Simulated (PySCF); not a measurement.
# Orbital picture of LiCl

PBE0 at R = 2.015 Å; basis Li def2-TZVP, Cl def2-TZVP; no relativity; PySCF 2.14. State: triplet, unpaired electrons σ ↑, π ↑, a second solution, started from another occupation. Only the outer orbitals are listed, counted within each symmetry.

```json
{"spin": "α", "orbital": "4σ", "occ.": "1", "ε (eV)": "-55.45", "on Li (%)": "100", "main shells (%)": "100 Li s"}
{"spin": "α", "orbital": "5σ", "occ.": "1", "ε (eV)": "-25.87", "on Li (%)": "0", "main shells (%)": "100 Cl s"}
{"spin": "α", "orbital": "2π", "occ.": "1", "ε (eV)": "-13.61", "on Li (%)": "1", "main shells (%)": "99 Cl p"}
{"spin": "α", "orbital": "6σ", "occ.": "1", "ε (eV)": "-12.56", "on Li (%)": "2", "main shells (%)": "97 Cl p"}
{"spin": "α", "orbital": "2π", "occ.": "1", "ε (eV)": "-11.99", "on Li (%)": "1", "main shells (%)": "99 Cl p"}
{"spin": "α", "orbital": "7σ", "occ.": "1", "ε (eV)": "-3.18", "on Li (%)": "102", "main shells (%)": "94 Li s"}
{"spin": "α", "orbital": "3π", "occ.": "0", "ε (eV)": "-0.41", "on Li (%)": "99", "main shells (%)": "99 Li p"}
{"spin": "α", "orbital": "3π", "occ.": "0", "ε (eV)": "-0.25", "on Li (%)": "99", "main shells (%)": "99 Li p"}
{"spin": "α", "orbital": "8σ", "occ.": "0", "ε (eV)": "0.63", "on Li (%)": "106", "main shells (%)": "82 Li p, 24 Li s"}
{"spin": "β", "orbital": "4σ", "occ.": "1", "ε (eV)": "-55.26", "on Li (%)": "100", "main shells (%)": "100 Li s"}
{"spin": "β", "orbital": "5σ", "occ.": "1", "ε (eV)": "-24.20", "on Li (%)": "1", "main shells (%)": "99 Cl s"}
{"spin": "β", "orbital": "6σ", "occ.": "1", "ε (eV)": "-12.08", "on Li (%)": "2", "main shells (%)": "97 Cl p"}
{"spin": "β", "orbital": "2π", "occ.": "1", "ε (eV)": "-11.52", "on Li (%)": "1", "main shells (%)": "99 Cl p"}
{"spin": "β", "orbital": "2π", "occ.": "0", "ε (eV)": "-8.17", "on Li (%)": "1", "main shells (%)": "98 Cl p"}
{"spin": "β", "orbital": "7σ", "occ.": "0", "ε (eV)": "-0.53", "on Li (%)": "105", "main shells (%)": "106 Li s"}
{"spin": "β", "orbital": "3π", "occ.": "0", "ε (eV)": "0.96", "on Li (%)": "97", "main shells (%)": "97 Li p"}
```

Problem. Which are the highest filled and the lowest empty level, where do they sit, and how wide is the gap?

Solution. Highest filled α 7σ at -3.18 eV (in %: 94 Li s); lowest empty β 2π at -8.17 eV (in %: 98 Cl p); the gap at PBE0 is -4.99 eV.

The bond order (Mayer) is 0.11 and the ⟨S²⟩ is 2.004. The charge on Li (Mulliken, basis-dependent) is -0.09 and the charge on Li (Löwdin, basis-dependent) is -0.30. The dipole moment (positive dipole means Li(−)Cl(+)) is 3.77 D.

Shares are Mulliken populations and can fall outside 0 to 100 %.

Counting both spins, an empty level lies below a filled one in this solution, because spin and occupation are held.
